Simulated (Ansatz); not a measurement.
A nudged elastic band was laid between two geometries of CH$_{6}$AlSi (9 atoms, charge -1, multiplicity 1).

All numbers below come from Ansatz, RKS PBE-D4/def2-SVP.

* movable images: 5
* climbing image: yes
* spring: 5.0 eV/Å²
* optimiser: quadratic models (default)
* start path: IDPP
* force threshold: 0.03 eV/Å
* iteration limit: 60
* end points: relaxed

Initial state:

```xyz
9
Properties=species:S:1:pos:R:3
C -0.820 1.258 -0.728
Al 0.493 -0.258 -0.446
Si 0.984 -1.236 1.673
H -0.295 2.234 -0.846
H -1.411 1.110 -1.662
H -1.543 1.365 0.109
H 1.535 -0.266 -1.729
H 1.459 -2.667 1.350
H -0.402 -1.542 2.279
```

Final state:

```xyz
9
Properties=species:S:1:pos:R:3
C -0.299 1.405 -0.638
Al -0.025 -0.572 -0.300
Si -0.562 -1.596 1.796
H 0.656 1.938 -0.851
H -0.947 1.562 -1.532
H -0.794 1.919 0.215
H 0.940 -1.147 -1.515
H 0.774 -0.674 1.520
H 0.257 -2.834 1.306
```

**Question.** What changes between the two ends?

**Answer.** No bond is made or broken. The dihedral H7–Al2–Si3–H9 goes from -156 to -4°.

**Question.** What energy profile does the band end with?

**Answer.** It converged. The highest image is number 3 of 0 to 6, 25.7 kJ/mol above the first end and 18.7 kJ/mol above the last; the last end lies 7.0 kJ/mol above the first. A vibrational analysis at the climbing image gives one clearly imaginary mode, 183i cm⁻¹: a first-order saddle point. Limits of this set-up: an anion without diffuse functions, the dipole of an ion depends on the origin.

```csv
image,path coordinate (Å),energy (kJ/mol),dihedral H7–Al2–Si3–H9 (°)
0,0.00,0.0,-156
1,1.04,9.7,-112
2,2.08,15.3,-69
3,3.11,25.7,-45
4,3.72,22.1,-29
5,4.33,12.2,-17
6,4.94,7.0,-4
```

**Question.** What is the geometry of the highest image?

**Answer.** 
```xyz
9
Properties=species:S:1:pos:R:3
C -0.229 1.546 -0.740
Al 0.094 -0.367 -0.147
Si -0.015 -1.337 2.100
H 0.689 1.966 -1.217
H -1.021 1.597 -1.523
H -0.522 2.231 0.085
H 0.472 -1.150 -1.565
H 1.338 -2.010 1.654
H -0.805 -2.476 1.352
```

**Question.** What are the harmonic wavenumbers there?

**Answer.** 183i, 68, 127, 247, 295, 400, 427, 553, 585, 600, 757, 879, 1115, 1371, 1382, 1613, 1810, 1818, 2918, 2998, 3035 cm⁻¹.

The band took 18 iterations and roughly 3 core-minutes.

Run time: 3.1 min on 1 CPU thread of a shared host.
